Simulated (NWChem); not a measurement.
System: hydrogen chloride (HCl); SMILES Cl

```xyz
2

Cl     0.0000     0.0000     0.0805
H      0.0000     0.0000    -1.2156
```
Atoms are numbered in this order, from 1.

Level: PBE-D3(BJ)/def2-SVP (NWChem), optimised geometry, unscaled harmonic frequencies. 

**Question.** List the harmonic frequencies with IR intensities, and the thermochemistry.

**Answer.** 
```
frequency (cm⁻¹)  IR intensity (km/mol)
----------------  ---------------------
2911                               26.2
```

- zero-point energy: 4.2 kcal/mol
- thermal correction to the enthalpy at 298.15 K (with zero-point energy): 6.2 kcal/mol
- heat capacity Cv: 5.0 cal/(mol K)
- entropy at 298.15 K and 1 atm (symmetry number 1): 44.6 cal/(mol K)
- dipole moment: 1.33 D

Rigid rotor and harmonic oscillator.
